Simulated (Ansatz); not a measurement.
System (SMILES): F[B]F, doublet.
Atoms: B1, F2, F3. Bonds: B1-F2, B1-F3.

Basis-set convergence of the highest harmonic wavenumber at HF with Ansatz (a program for electronic structure). Each level at its own minimum, finite differences of forces, unscaled; the reference is a large set that could be run, not a limit. Cartesian d functions, on some or all atoms, in 6-31G**; all else is spherical. The program fits the integrals of some runs and decomposes those of others, by size. Open shells are unrestricted. No added dispersion term, no relativity. Reference: the value in def2-QZVPP, 1515 cm⁻¹, itself unsure by roughly 2 cm⁻¹ (its mean distance from cc-pVQZ, aug-pcseg-2, aug-cc-pVTZ). Deviations are taken from unrounded values.

| basis | functions | highest harmonic wavenumber (cm⁻¹) | minus reference (cm⁻¹) |
|---|---|---|---|
| STO-3G | 15 | 1635 | 121 |
| pcseg-0 | 27 | 1522 | 7 |
| def2-SVP | 42 | 1516 | 1 |
| pcseg-1 | 42 | 1485 | -30 |
| 6-31G** | 45 | 1518 | 3 |
| 6-311G** | 54 | 1480 | -35 |
| 6-311+G** | 66 | 1469 | -45 |
| def2-SVPD | 66 | 1475 | -40 |
| aug-cc-pVDZ | 69 | 1429 | -86 |
| aug-pcseg-1 | 69 | 1469 | -46 |
| 6-311++G(2d,2p) | 81 | 1507 | -8 |
| pcseg-2 | 90 | 1518 | 3 |
| def2-TZVPP | 93 | 1521 | 7 |
| jun-cc-pV(T+d)Z | 117 | 1519 | 5 |
| cc-pCVTZ | 129 | 1523 | 9 |
| aug-pcseg-2 | 138 | 1516 | 2 |
| cc-pVQZ | 165 | 1515 | 1 |
| def2-QZVPP | 171 | 1515 | 0 |
